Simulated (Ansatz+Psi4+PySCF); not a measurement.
Values are calculated unless marked as measured or tabulated.
Input for Psi4 1.11:

```
molecule {
1 2
C 0.000000 0.000000 -1.219340
C 0.000000 0.000000 0.098920
H 0.000000 0.938850 -1.753220
H 0.000000 -0.938850 -1.753220
O 0.000000 0.000000 1.278620
}

set basis cc-pVTZ
set reference uhf
set scf_type pk
energy('scf')
```

The input is written out from the run's settings.

The run gave:

| Property | Result |
| --- | --- |
| Converged | yes |
| Total energy | -151.46595 hartree |
| Spin squared of the determinant | 0.860 |
| Occupied orbitals by symmetry in an Abelian subgroup (alpha; beta) | 7 A1 2 B1 2 B2; 7 A1 1 B1 2 B2 |

Caution: the unrestricted determinant is spin contaminated.
